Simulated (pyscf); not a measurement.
**Routes from `[F][SiH]([F])[F]` + `[NH3]`**

Candidate steps break at most two bonds and form at most two. Each was searched with GFN2-xTB (tblite) first. Single points on ωB97X-D3(BJ)/def2-SVP structures (PySCF, gas phase). Energies: ωB97M-D3(BJ)/def2-TZVP, kcal/mol, from the separated reactants, singlet surface; ΔG‡ with ideal gas, 1 atm, RRHO with modes under 100 cm⁻¹ raised to 100, one conformer, R ln 2 for chiral ones without a mode under 150 cm⁻¹.

| products | type | ΔE‡ | ΔE | ΔG‡ 298 K | ΔG‡ 900 K | ν‡ (cm⁻¹) |
|---|---|---|---|---|---|---|
| HF + H₂N–SiH(F)–F | four-centre exchange | 25.2 | +19.9 | 34.4 | 55.5 | 713i |
| H₂N–Si(F)(F)–F + H₂ | four-centre exchange | 36.3 | -12.8 | 43.9 | 63.4 | 1504i |

Row 1: On the reactant side the descent ends in an adduct with a N–Si contact, 7.6 kcal/mol under the separated species and 32.1 kcal/mol under the saddle at ωB97X-D3(BJ)/def2-TZVP. On the product side the descent ends in a complex, 7.6 kcal/mol under the separated species and 13.0 kcal/mol under the saddle at ωB97X-D3(BJ)/def2-TZVP. Row 2: On the reactant side the descent ends in an adduct with a N–Si contact (not fully relaxed), 2.7 kcal/mol over the separated species and 33.3 kcal/mol under the saddle at ωB97X-D3(BJ)/def2-TZVP. 

Plain bond fissions and candidates not yet searched are not listed, and one of them may be faster. Each barrier is that of the saddle found; lower ones may exist.
